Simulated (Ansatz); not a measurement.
Relaxed structures of Mg2SiH4, singlet (PBE0-D4/def2-TZVP; forces vanish, vibrations not checked; lower isomers may exist, and structures with a doubtful reference or unclear bonds are left out; Å). Computed with Ansatz 0.2.0 (basis: def2-TZVPP); correlated methods freeze the cores. The outer core shell of Li, Na, Mg and K is correlated. The def2 sets are not built for correlating such inner shells, so the correlated values are less sure here.

Problem. Rank them by CCSD(T) energy, lowest first, and give each one's height above the lowest. Links in brackets join atoms within 1.22 times the sum of their covalent radii (1.1 for two metals). (An estimate is asked for; the value comes from the calculation.)
A.
Mg₂SiH₄ ([MgH][Mg][SiH3])
```
7
angstrom
Mg -3.1014 -1.3708 -1.0852
Mg -0.5898 -0.2600 -0.2050
Si 1.6811 0.7432 0.5886
H -4.6020 -2.0342 -1.6111
H 2.8770 0.0360 0.0285
H 1.8679 0.7052 2.0743
H 1.8671 2.1805 0.2100
```
B.
Mg₂SiH₄ ([SiH][Mg]12[H][MgH]1[H]2)
```
7
angstrom
Mg 1.6704 0.7768 1.1839
Mg -0.2896 -0.1850 -0.5625
Si -2.0988 -1.0869 -2.2640
H -3.0397 -1.2448 -1.0612
H 1.1227 -0.8785 0.4848
H 2.8573 1.3613 2.2527
H 0.2741 1.4765 0.1399
```
C.
a complex of MgSiH₄ ([MgH][SiH3]) + Mg
```
7
angstrom
Mg -2.0615 -0.9116 -0.7224
Mg 3.5235 1.5571 1.2335
Si 0.1910 0.0848 0.0672
H -3.5463 -1.5685 -1.2431
H 1.3835 -0.6240 -0.4936
H 0.3709 0.0443 1.5521
H 0.3714 1.5207 -0.3126
```

Solution. Computed: A (0.000 eV), C (0.148 eV), B (1.523 eV). Heights count from the lowest.

No T1 diagnostic of these runs exceeds 0.011. The restricted Hartree–Fock reference is unstable towards an unrestricted one at one or more of these structures.

For scale, one of the runs: CCSD(T)/def2-TZVPP, 162 basis functions, launched by `ansatz run in.yaml --threads 2 --pin off --events-out ev --progress --plain --max-ram 4352MiB`. Time: 17 s of wall clock on 2 CPU threads of an Intel Xeon 6975P-C; the host was shared. Peak host memory: 1.5 GiB.
